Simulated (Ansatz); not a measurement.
Species: CH₂, charge 0, singlet. This singlet is an excited state, 0.4 eV above the triplet at CCSD(T)/cc-pV5Z (Ansatz, a quantum-chemistry and plane-wave program). CH2 (SMILES [CH2]).
B3LYP-D3(BJ)/def2-TZVP minimum from Ansatz:
```xyz
3

C      0.0073     0.0003     0.1749
H     -0.0104     0.8611    -0.5267
H     -0.0333    -0.8629    -0.5227
```
Charge 0, spin multiplicity 1.

Hartree-Fock and CCSD(T) correlation energies in hartree (Ansatz). UHF or UKS for unpaired electrons; spin-orbit terms are left out. Cores are frozen in correlated methods. No relativity. The restricted determinant of CH2 ([CH2], singlet) is unstable towards broken spin symmetry in at least one set run.

| basis | X | E(HF) | E(corr, CCSD(T)) |
|---|---|---|---|
| cc-pVTZ | 3 | -38.89224 | -0.16914 |
| cc-pVQZ | 4 | -38.89501 | -0.17690 |
| cc-pV5Z | 5 | -38.89574 | withheld |

Fit E(corr) = E∞ + A/X³ to X = 3 and 4, predict X = 5, and compare with the run.

A = (-0.16914 - (-0.17690))/(1/27 - 1/64) = 0.3624; E∞ = -0.17690 - A/64 = -0.18256; at X = 5, E∞ + A/125 = -0.17966. The run gave -0.17929, 0.37 mEh above the prediction. The same form on X = 4 and 5 gives E∞ = -0.18180, 0.77 mEh above the first estimate.
